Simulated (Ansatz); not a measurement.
Relaxation of C2H4O3S (10 atoms, charge 0, multiplicity 1), to a largest force component of 0.015 eV/Å in at most 40 steps.

All numbers below come from RKS PBE-D4/def2-SVP (Ansatz).

```xyz
10
Properties=species:S:1:pos:R:3
O 0.278 -1.475 2.157
C 0.069 -0.590 1.276
O 1.021 0.314 1.027
S -1.305 -0.448 0.327
C -2.624 -0.820 1.456
O -2.669 -2.232 1.725
H 1.757 0.064 1.711
H -3.573 -0.555 1.070
H -2.428 -0.301 2.370
H -1.732 -2.473 1.960
```

Q: Where does it end, and by what steps?

A: It converged. After 9 steps the energy has fallen by 0.827 eV; S4 moved furthest, 0.46 Å.

| step | energy less start (eV) | largest force component (eV/Å) | accepted |
| --- | --- | --- | --- |
| 0 | 0.0000 | 3.675 | yes |
| 1 | -0.5884 | 2.054 | yes |
| 2 | -0.7824 | 0.834 | yes |
| 3 | -0.8191 | 0.215 | yes |
| 4 | -0.8215 | 0.309 | yes |
| 5 | -0.8242 | 0.175 | yes |
| 6 | -0.8263 | 0.049 | yes |
| 7 | -0.8264 | 0.029 | yes |
| 8 | -0.8265 | 0.016 | yes |
| 9 | -0.8265 | 0.005 | yes |

```xyz
10
Properties=species:S:1:pos:R:3
O 0.002 -1.254 2.334
C 0.025 -0.480 1.383
O 1.149 0.110 0.932
S -1.375 -0.001 0.407
C -2.642 -0.923 1.470
O -2.422 -2.273 1.579
H 1.876 -0.238 1.494
H -3.599 -0.734 0.944
H -2.636 -0.376 2.441
H -1.585 -2.347 2.095
```

Time of the run: 22 s on 2 threads of Arm Neoverse V1, with other jobs on the host, peak memory 0.14 GiB.
